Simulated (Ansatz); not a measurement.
# CH2S2: the cost of one run

All numbers are computed with Ansatz 0.2.0 through its Python package. The levels of theory stand in the script.

## Step 1: Starting point

Bond lengths: C1–S2 1.685 Å, C1–S3 1.653 Å, S2–S3 2.064 Å, C1–H4 1.082 Å, C1–H5 1.085 Å. Angles: C1–S2–S3 51.1°, S2–C1–S3 76.4°, S2–C1–H4 115.0°, S2–C1–H5 119.3°, S3–C1–H4 116.7°, S3–C1–H5 120.7°, H4–C1–H5 106.8°, C1–S3–S2 52.5°.

No structure file is read: the coordinates are typed or built in the script.

## Step 2: Script

Input file composite_ch2s2.py:

```python
# -*- coding: utf-8 -*-
'''Relax CH2S2 cheaply, then refine its energy.'''

import itertools

import ansatz as az
from ase.data import atomic_numbers, covalent_radii
import numpy as np

ch2s2 = (
    az.Crystal.molecule()
    .atom('C', (-0.0151, 0.1562, -0.2123))
    .atom('S', (0.241, 0.0337, 1.4487))
    .atom('S', (0.0917, -1.4728, 0.0464))
    .atom('H', (-0.9857, 0.5404, -0.4987))
    .atom('H', (0.7181, 0.6687, -0.8255))
)

calculation = (
    ch2s2.calculation()
    .basis(gaussian='def2-SVP')
    .functional('pbe0')
)
symbols = [site.symbol for site in ch2s2.cartesian_sites]
start = np.array([site.position_ang for site in ch2s2.cartesian_sites], dtype=float)
r = calculation.relax(force_tolerance=0.01).run(threads=1).report
end = np.array(r['positions_ang'])
# pairs closer than 1.2 times the sum of covalent radii, before or after
radius = [covalent_radii[atomic_numbers[s]] for s in symbols]
span = lambda where, i, j: np.linalg.norm(where[i] - where[j])
bonded = [(i, j) for i, j in itertools.combinations(range(len(symbols)), 2) if min(span(start, i, j), span(end, i, j)) < 1.2 * (radius[i] + radius[j])]
print('pair        before    after (A)')
for i, j in bonded:
    print(f'{symbols[i]}{i}-{symbols[j]}{j}'.ljust(10), f'{span(start, i, j):8.4f} {span(end, i, j):8.4f}')

minimum = az.Crystal.molecule()
for symbol, place in zip(symbols, end):
    minimum = minimum.atom(symbol, place.tolist())
at_minimum = minimum.calculation()
# MP2 extrapolated to the basis limit, plus the small-basis difference CCSD(T) - MP2
level = lambda method, basis: at_minimum.basis(gaussian=basis).correlation(method).run(threads=1).report
small, large, cluster = level('mp2', 'cc-pVDZ'), level('mp2', 'cc-pVTZ'), level('ccsd_t', 'cc-pVDZ')
corr = lambda each: (each['free_energy_ev'] - each['reference_energy_ev']) / 27.211386246
mp2_limit = (27 * corr(large) - 8 * corr(small)) / 19
pieces = {'HF / cc-pVTZ': large['reference_energy_ev'] / 27.211386246, 'MP2 correlation, DZ-TZ limit': mp2_limit, 'CCSD(T) - MP2 / cc-pVDZ': corr(cluster) - corr(small)}
for name, value in pieces.items():
    print(f'{name:32s} {value:14.6f} Ha')
print(f'{"sum":32s} {sum(pieces.values()):14.6f} Ha')
print('T1 diagnostic', round(cluster['correlation']['coupled_cluster']['t1_diagnostic'], 4))
```

## Step 3: What the engine is handed

The package turns the script's settings into the engine's input (first run):

```yaml
crystal:
  periodic: [false, false, false]
  atoms:
    - { symbol: C, position_ang: [-0.0151, 0.1562, -0.2123] }
    - { symbol: S, position_ang: [0.241, 0.0337, 1.4487] }
    - { symbol: S, position_ang: [0.0917, -1.4728, 0.0464] }
    - { symbol: H, position_ang: [-0.9857, 0.5404, -0.4987] }
    - { symbol: H, position_ang: [0.7181, 0.6687, -0.8255] }
basis:
  gaussian:
    orbitals: def2-SVP
hamiltonian:
  xc: pbe0
relax:
  f_tol: 0.01
```

## Step 4: Running it

On the command line:

```bash
python composite_ch2s2.py
```

Q: Estimate wall time and peak memory on 1 thread of Arm Neoverse V1, shared host.

About 16 s, with a peak of 0.26 GiB.
